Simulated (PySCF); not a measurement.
C₂HClS.
Atom-mapped SMILES: `[S:1]=[C:2]=[CH:3][Cl:4]` (hydrogens: H5 on C3)

Computed, not measured: EOM-EE-CCSD/aug-cc-pVDZ in PySCF, restricted Hartree–Fock reference, frozen core, non-relativistic, gas phase, PBE0-D3(BJ)/def2-SVP geometry.

**Question.** Give the EOM-CCSD singlets and triplets.

**Answer.** 
```json
{"state": "singlet 1", "E (eV)": "2.06", "Eh": "0.0756", "main singles (HF orbitals, share of the singles part)": "HOMO→LUMO 83 %, HOMO→LUMO+1 10 %"}
{"state": "singlet 2", "E (eV)": "5.47", "Eh": "0.2010", "main singles (HF orbitals, share of the singles part)": "HOMO-3→LUMO 49 %, HOMO→LUMO+1 19 %"}
{"state": "singlet 3", "E (eV)": "5.52", "Eh": "0.2028", "main singles (HF orbitals, share of the singles part)": "HOMO→LUMO+1 47 %, HOMO-3→LUMO 22 %"}
{"state": "singlet 4", "E (eV)": "5.66", "Eh": "0.2080", "main singles (HF orbitals, share of the singles part)": "HOMO→LUMO+4 41 %, HOMO-1→LUMO 27 %, HOMO→LUMO+7 13 %"}
{"state": "triplet 1", "E (eV)": "1.86", "Eh": "0.0683", "main singles (HF orbitals, share of the singles part)": "HOMO→LUMO 82 %, HOMO→LUMO+1 10 %"}
{"state": "triplet 2", "E (eV)": "3.84", "Eh": "0.1412", "main singles (HF orbitals, share of the singles part)": "HOMO-1→LUMO 71 %, HOMO-1→LUMO+1 9 %"}
```

**Question.** What is the vertical gap between the lowest excited singlet and the lowest triplet?

**Answer.** 2.06 − 1.86 = 0.20 eV (19 kJ/mol). Both are led by HOMO→LUMO.

The first EOM-IP-CCSD ionisation energy is 8.67 eV, 3.01 eV above the highest singlet listed and 6.61 eV above the lowest.

T1 diagnostic 0.016. EOM-CCSD puts states of mainly double-excitation character too high. An iterative search for so few roots can pass over a low state.
